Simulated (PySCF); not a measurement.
## Working out the ionisation energy of C

C [He] 2s2 2p2 (3P) → C+ [He] 2s2 2p1 (2P). Calculation: PySCF 2.14, in x2c-SVPall (3s2p1d, 14 functions); scalar relativity by spin-free X2C-1e. Frozen: 1s2. Energies in hartree (1 hartree = 27.21139 eV):

```json
{"part": "UHF", "C (lower)": "-37.660022", "C+ (upper)": "-37.259161"}
{"part": "CCSD correlation", "C (lower)": "-0.069181", "C+ (upper)": "-0.066639"}
{"part": "(T)", "C (lower)": "-0.001009", "C+ (upper)": "-0.000736"}
```

Task: What does Hartree-Fock give?

Result: (-37.259161) − (-37.660022) = 0.400861 hartree = 10.908 eV.

Task: What do CCSD and CCSD(T) give?

Result: The CCSD correlation energies differ by 0.002542 hartree = 0.069 eV and the triples by 0.000273 hartree = 0.007 eV, so CCSD gives 10.977 eV and CCSD(T) 10.984 eV.

Measured between the centres of the two terms (NIST): 11.262 eV, so CCSD(T) (valence) is off by -0.278 eV.

A double-zeta basis recovers only part of the correlation energy.

What remains against the reference includes basis incompleteness, the frozen core and higher excitations.
